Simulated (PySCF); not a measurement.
## Exercise with solution: entropy of an ideal gas

SiH2, SMILES [SiH2] (connectivity only; charge and spin as stated), neutral, multiplicity 1.

The structure is a stationary point at PBE-D3(BJ)/def2-TZVPD. The isomer is the one that the SMILES or the coordinates give; other isomers of the formula were not compared.

PBE-D3(BJ)/def2-TZVPD run with PySCF gives the harmonic wavenumbers 973, 1971, 1978 cm⁻¹ and the rotational temperatures 10.9944, 10.0746, 5.2572 K. The molar mass is 30.10 g/mol, the symmetry number 2, the spin multiplicity 1.

### Question
Work out the entropy at 298.15 K and 1 atm in the rigid-rotor, harmonic-oscillator model.

### Answer

Translation (Sackur–Tetrode at 1 atm): S = R[1.5 ln M + 2.5 ln T − 1.16487] = 151.2 J/(mol K).
Rotation: q = (√π/σ) T^1.5/√(θA θB θC) = 189, S = R[ln q + 3/2] = 56.1 J/(mol K).
Vibration: with u = 1.4388 ν/T, each mode gives R[u/(e^u − 1) − ln(1 − e^−u)]:
```csv
ν (cm⁻¹),modes,u,S (J/(mol K))
973,1,4.70,0.44
1971,1,9.51,0.01
1978,1,9.55,0.01
```
These are all the modes. Sum 0.4 J/(mol K).
Spin: R ln 1 = 0.0 J/(mol K).
Total 207.7 J/(mol K); the program's own thermochemistry gives 207.7. Translation makes up 73 % and vibration 0 %. Anharmonicity, hindered rotation and orbital degeneracy are left out.
